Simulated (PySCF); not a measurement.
# CH7AlSi: the cost of one run

The runs use PySCF 2.14.0, with density-fitted response routines of our own; the level of theory stands in each step. All values are computed, except where a source is named. Atoms are numbered from 0 throughout.

### 1 Starting geometry

10 atoms, charge 0, multiplicity 1; geometry from: GFN2-xTB. The atoms were then displaced at random by about 0.01 Å, so the start is not that level's minimum.

Bonds of the start (Å): Al0–C1 1.99, C1–Si2 1.92, Al0–H3 1.56, Al0–H4 1.57, C1–H5 1.10, C1–H6 1.10, Si2–H7 1.44, Si2–H8 1.46, Si2–H9 1.49.

### 2 Geometry optimisation at PBE0-D3(BJ)/def2-SVP

Job settings and geometry (Å):

```
{"job": {"xc": "PBE0", "basis": "def2-SVP", "d3": "d3bj", "grid": 1, "shake": 0.01, "kind": "geom"}, "charge": 0, "multiplicity": 1}
Al     1.757120     0.404100    -0.053600
C      0.117860    -0.731590    -0.060590
Si    -1.435680     0.117740     0.685480
H      3.232170    -0.084810     0.006310
H      1.643570     1.972630    -0.110760
H     -0.139400    -1.050650    -1.077330
H      0.325550    -1.655130     0.502090
H     -2.573100    -0.746510     0.537760
H     -1.691310     1.400330     0.042520
H     -1.186350     0.352960     2.135830
```

On the command line:

```console
$ OMP_NUM_THREADS=1 python probes_run.py task.json out
```

One launch serves the whole session: the jobs run in the order shown.

Q: Estimate the wall time and peak memory of this first job on 1 thread of Arm Neoverse V2, shared host.

About 43 s, with a peak of 0.37 GiB.
